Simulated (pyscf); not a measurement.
Optimised with ωB97X-D3(BJ)/def2-SVPD in PySCF. Correlated levels are frozen-core, on RHF or UHF. ΔMP2 is the change of the MP2 total energy from the triple- to the quadruple-zeta basis.

For the elementary gas-phase step `[F-]` + `[CH3][Br]` → `[CH3][F]` + `[Br-]` (singlet surface; Br–C broken, C–F formed), what barrier and reaction energy does CCSD(T)/def2-TZVPPD + ΔMP2(QZVPPD) give, measured from the separated reactants?

ΔE‡ = -15.3 kcal/mol, ΔE = -39.9 kcal/mol. Zero-point energy shifts the barrier by 0.0 kcal/mol. It is a substitution at C, with an imaginary mode of 400i cm⁻¹. On the reactant side the descent ends in a bound adduct, 15.4 kcal/mol under the separated species and 1.6 kcal/mol under the saddle at ωB97X-D3(BJ)/def2-TZVPD. On the product side the descent ends in a bound adduct, 8.4 kcal/mol under the separated species and 33.5 kcal/mol under the saddle at ωB97X-D3(BJ)/def2-TZVPD. At CCSD(T) the saddle lies under the separated reactants, which points to a path from their complex (located at ωB97X-D3(BJ) alone). This is the saddle that the search found; another between the same sides may lie lower. The angle at the attacked C is 180°. The CCSD(T) − MP2 part came from Ansatz, without density fitting, on the same reference. The frozen core leaves the outer d or s,p core shells of the metals and heavy elements correlated in the MP2 and CC values, and def2-TZVPP describes them poorly, which can shift differences by a few kcal/mol. Elements up to Kr have no core potential and no relativistic terms here.
